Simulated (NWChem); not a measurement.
**triplet C3H5F: levels of theory compared**

We compute a comparison of 3 runs (UTPSS/def2-SVP, U-r2SCAN/def2-SVP, USVWN5/def2-SVP) of triplet C3H5F. 

The results are computed with NWChem 7.3.0.

**1. Starting point**

C3H5F: 9 atoms, total charge 0, spin state triplet. As SMILES of the parent species, `C=CCF`. The coordinates come from a PBE0-D4/def2-TZVP relaxation. This is one conformer, not always the lowest. That shape belongs to the parent species and isn't relaxed for this state.

Bond lengths: C1–C2 1.324 Å, C2–C3 1.486 Å, C3–F4 1.387 Å, C1–H5 1.084 Å, C1–H6 1.086 Å, C2–H7 1.087 Å, C3–H8 1.096 Å, C3–H9 1.094 Å. Some angles: C1–C2–C3 123.6°, C2–C3–F4 110.3°, C1–C2–H7 120.6°, C3–C2–H7 115.9°, C2–C1–H5 121.7°, C2–C1–H6 121.3°, C2–C3–H8 111.1°, C2–C3–H9 111.2°, F4–C3–H8 106.9°, F4–C3–H9 108.2°.

**2. A single-point energy at UTPSS/def2-SVP (run 1)**

File c3h5f.nw:

```
START c3h5f
TITLE "C3H5F TPSS"
memory stack 880 mb heap 220 mb global 1100 mb
GEOMETRY noautosym nocenter noautoz
C       -0.578000       1.122500      -0.608000
C        0.352500       0.215400      -0.353400
C        0.200500      -0.852800       0.668500
F        0.430500      -2.098200       0.102300
H       -0.422500       1.909200      -1.336700
H       -1.531700       1.114000      -0.089100
H        1.299800       0.230700      -0.886500
H        0.929800      -0.730800       1.477200
H       -0.806800      -0.852300       1.094700
END
BASIS spherical bse
* library def2-SVP
END
DFT
xc xtpss03 ctpss03
mult 3
grid xfine
convergence energy 1e-08
maxiter 100
mulliken
print low
END
TASK dft energy
```

The run is started by

```bash
$ nwchem c3h5f.nw > c3h5f.out
```

The log of the run:

```text
[...]
 d= 0,ls=0.0,diis     1   -216.7624795095 -3.31D+02  8.43D-03  1.20D-01    10.3
[...]
 d= 0,ls=0.0,diis    12   -216.8371255823 -1.97D-09  1.79D-07  1.98D-10   130.5
[...]
         Total DFT energy =     -216.837125582260
      One electron energy =     -522.715561385557
           Coulomb energy =      219.984359684673
    Exchange-Corr. energy =      -28.686540427471
 Nuclear repulsion energy =      114.580616546095
[...]
      Total Density - Mulliken Population Analysis
     ---------------------------------------------
    Atom       Charge   Shell Charges
 -----------   ------   -------------------------------------------------------
    1 C    6     6.04   1.99  0.90  0.25  2.08  0.79  0.03
    2 C    6     6.14   1.99  0.92  0.28  2.11  0.81  0.04
    3 C    6     5.67   1.99  0.93  0.05  2.04  0.60  0.07
    4 F    9     9.27   1.99  1.14  0.80  3.34  2.00  0.01
    5 H    1     0.96   0.75  0.18  0.02
    6 H    1     0.96   0.75  0.19  0.02
    7 H    1     0.97   0.76  0.19  0.02
    8 H    1     0.98   0.77  0.19  0.02
    9 H    1     1.00   0.78  0.20  0.02
[...]
      <S2> =      2.0082 (Exact =     2.0000)
[...]
```

Run time: 2.2 min. Hardware: 1 thread of Intel Xeon Platinum 8259CL at 2.50GHz (Skylake/Cascade Lake), shared host; peak memory 0.14 GiB.

**3. The energy at U-r2SCAN/def2-SVP (run 2)**

File a.nw:

```
START a
TITLE "C3H5F"
memory stack 880 mb heap 220 mb global 1100 mb
GEOMETRY units angstrom noautosym nocenter noautoz
C     -0.578000     1.122500    -0.608000
C      0.352500     0.215400    -0.353400
C      0.200500    -0.852800     0.668500
F      0.430500    -2.098200     0.102300
H     -0.422500     1.909200    -1.336700
H     -1.531700     1.114000    -0.089100
H      1.299800     0.230700    -0.886500
H      0.929800    -0.730800     1.477200
H     -0.806800    -0.852300     1.094700
END
BASIS spherical bse
* library def2-SVP
END
DFT
xc r2scan
mult 3
grid xfine
convergence energy 1e-08
maxiter 100
mulliken
END
TASK dft energy
```

The run is started by

```bash
$ nwchem a.nw > a.out
```

The log of the run:

```text
[...]
          Wavefunction type:  spin polarized.
          No. of atoms     :     9
          No. of electrons :    32
[...]
          Charge           :     0
          Spin multiplicity:     3
[...]
          AO basis - number of functions:    81
[...]
              XC Information
              --------------
                      r^2SCAN Method XC Functional
               r^2SCAN metaGGA Exchange Functional  1.000
                     r^2SCAN Correlation Potential  1.000
[...]
 d= 0,ls=0.0,diis     1   -216.6209459893 -3.31D+02  7.95D-03  1.22D-01    11.4
[...]
 d= 0,ls=0.0,diis    11   -216.6924766888 -6.18D-09  4.85D-07  9.48D-10   126.6
[...]
         Total DFT energy =     -216.692476688779
      One electron energy =     -522.690687093853
           Coulomb energy =      219.947169327795
    Exchange-Corr. energy =      -28.529575468816
 Nuclear repulsion energy =      114.580616546095
[...]
      Total Density - Mulliken Population Analysis
     ---------------------------------------------
    Atom       Charge   Shell Charges
 -----------   ------   -------------------------------------------------------
    1 C    6     6.06   1.99  0.90  0.26  2.07  0.81  0.03
    2 C    6     6.16   1.99  0.92  0.29  2.09  0.84  0.04
    3 C    6     5.68   1.99  0.93  0.07  2.02  0.61  0.07
    4 F    9     9.29   1.99  1.14  0.80  3.34  2.02  0.01
    5 H    1     0.94   0.74  0.18  0.03
    6 H    1     0.95   0.74  0.19  0.03
    7 H    1     0.95   0.74  0.18  0.03
    8 H    1     0.97   0.76  0.19  0.03
    9 H    1     0.98   0.76  0.20  0.02
[...]
      <S2> =      2.0102 (Exact =     2.0000)
[...]
```

It took 2.1 min on 1 thread of Intel Xeon Platinum 8259CL at 2.50GHz (Skylake/Cascade Lake), shared host; peak memory 0.14 GiB.

**4. The energy at USVWN5/def2-SVP (run 3)**

File run.py:

```python
from ase import Atoms
from ase.calculators.nwchem import NWChem

molecule = Atoms('CCCFHHHHH', positions=[
    [-0.578000, 1.122500, -0.608000],
    [0.352500, 0.215400, -0.353400],
    [0.200500, -0.852800, 0.668500],
    [0.430500, -2.098200, 0.102300],
    [-0.422500, 1.909200, -1.336700],
    [-1.531700, 1.114000, -0.089100],
    [1.299800, 0.230700, -0.886500],
    [0.929800, -0.730800, 1.477200],
    [-0.806800, -0.852300, 1.094700],
])

calc = NWChem(
    label='c3h5f',
    theory='dft',
    memory='2200 mb',
    basis='def2-SVP',
    basispar='spherical bse',
    dft={'xc': 'slater vwn_5', 'mult': '3', 'grid': 'xfine', 'convergence': 'energy 1e-08', 'iterations': '100', 'mulliken': None},
    task='energy',
)
molecule.calc = calc

print(f"energy = {molecule.get_potential_energy():.6f} eV")
```

The run is started by

```bash
$ export ASE_NWCHEM_COMMAND="nwchem PREFIX.nwi > PREFIX.nwo"
$ python run.py
```

The log of the run:

```text
energy = -5851.771497 eV
```

The calculator wrote c3h5f.nwi:

```
title "c3h5f"

permanent_dir c3h5f

scratch_dir c3h5f

start c3h5f

geometry units angstrom nocenter noautosym noautoz
  C  -5.7799999999999996e-01 1.1225000000000001e+00 -6.0799999999999998e-01
  C  3.5249999999999998e-01 2.1540000000000001e-01 -3.5339999999999999e-01
  C  2.0050000000000001e-01 -8.5280000000000000e-01 6.6849999999999998e-01
  F  4.3049999999999999e-01 -2.0981999999999998e+00 1.0230000000000000e-01
  H  -4.2249999999999999e-01 1.9092000000000000e+00 -1.3367000000000000e+00
  H  -1.5317000000000001e+00 1.1140000000000001e+00 -8.9099999999999999e-02
  H  1.2998000000000001e+00 2.3069999999999999e-01 -8.8649999999999995e-01
  H  9.2979999999999996e-01 -7.3080000000000001e-01 1.4772000000000001e+00
  H  -8.0679999999999996e-01 -8.5229999999999995e-01 1.0947000000000000e+00
end

memory 2200 mb

basis spherical bse noprint
   * library def2-SVP
end

dft
  xc slater vwn_5
  mult 3
  grid xfine
  convergence energy 1e-08
  iterations 100
  mulliken
end

task dft energy
```

c3h5f.nwo:

```text
Northwest Computational Chemistry Package (NWChem) 7.3.0
             --------------------------------------------------------

           Job information
           ---------------

    nwchem branch   = 7.3.0
    use scalapack   = T
    input           = c3h5f.nwi
    prefix          = c3h5f.
    data base       = c3h5f/c3h5f.db
    status          = startup
    nproc           =        1

           Memory information
           ------------------

    heap     =     72089598 doubles =      550.0 Mbytes
    stack    =     72089595 doubles =      550.0 Mbytes
    global   =    144179200 doubles =     1100.0 Mbytes (distinct from heap & stack)
    total    =    288358393 doubles =     2200.0 Mbytes
    verify   = yes
    hardfail = no

           Directory information
           ---------------------

  0 permanent = c3h5f
  0 scratch   = c3h5f

                                NWChem Input Module
                                -------------------

                                       c3h5f
                                       -----

[... 25 lines left out ...]
            Nuclear Dipole moment (a.u.)
[... 67 lines left out ...]
  convergence criterion.
[... 16 lines left out ...]
          Convergence on density requested:  1.00D-05
[... 19 lines left out ...]
          Spatial weights used:  Erf1
[... 3 lines left out ...]
          Convergence aids based upon iterative change in
[... 98 lines left out ...]
         Total DFT energy =     -215.048637802821
[... 1 line left out ...]
           Coulomb energy =      219.737543715725
[... 1 line left out ...]
 Nuclear repulsion energy =      114.580616546095
[... 578 lines left out ...]
                     DFT Final Beta Molecular Orbital Analysis
[... 651 lines left out ...]
   alpha     71     72     73     74     75     76     77     78     79     80
    beta     71     72     73     74     75     76     77     78     79     80
 overlap   0.995  0.975  0.980  0.996  0.998  0.999  0.999  0.998  1.000  0.998

   alpha     81
    beta     81
 overlap   1.000

     --------------------------
     Expectation value of S2:
     --------------------------
      <S2> =      2.0036 (Exact =     2.0000)

 center of mass
 --------------
 x =   0.23113438 y =  -1.01847238 z =  -0.04122166

 moments of inertia (a.u.)
 ------------------
         408.272504209991          86.961399020839         -19.166092064643
          86.961399020839         113.756372912222          91.542781376575
         -19.166092064643          91.542781376575         397.217672262830

     Multipole analysis of the density
     ---------------------------------

     L   x y z        total         alpha         beta         nuclear
     -   - - -        -----         -----         ----         -------
     0   0 0 0     -0.000000    -17.000000    -15.000000     32.000000

     1   1 0 0     -0.056567     -2.867203     -3.223448      6.034084
[... 8 lines of this table left out ...]
     2   0 0 2    -17.275921    -32.036689    -27.034791     41.795559

 Task  times  cpu:      223.1s     wall:      223.1s
 Total times  cpu:      223.2s     wall:      223.2s
```

It took 3.7 min on 1 thread of Intel Xeon Platinum 8259CL at 2.50GHz (Skylake/Cascade Lake), shared host; peak memory 0.14 GiB.

**5. All runs side by side**

```csv
run,level,energy (Eh),⟨S²⟩,wall time
1,UTPSS/def2-SVP,-216.837126,2.008,2.2 min
2,U-r2SCAN/def2-SVP,-216.692477,2.010,2.1 min
3,USVWN5/def2-SVP,-215.048638,2.004,3.7 min
```

**6. Results**

| quantity | value |
| --- | --- |
| run 3: total energy | -215.04864 Eh |
| run 3: dipole moment | 1.59 D |
| run 3: HOMO energy (highest over α and β) | -2.18 eV |
| run 3: ⟨S²⟩ | 2.004 |

What this shows: Totals of different functionals can't be ranked against each other. All runs together took 8.1 min, the longest 3.7 min.
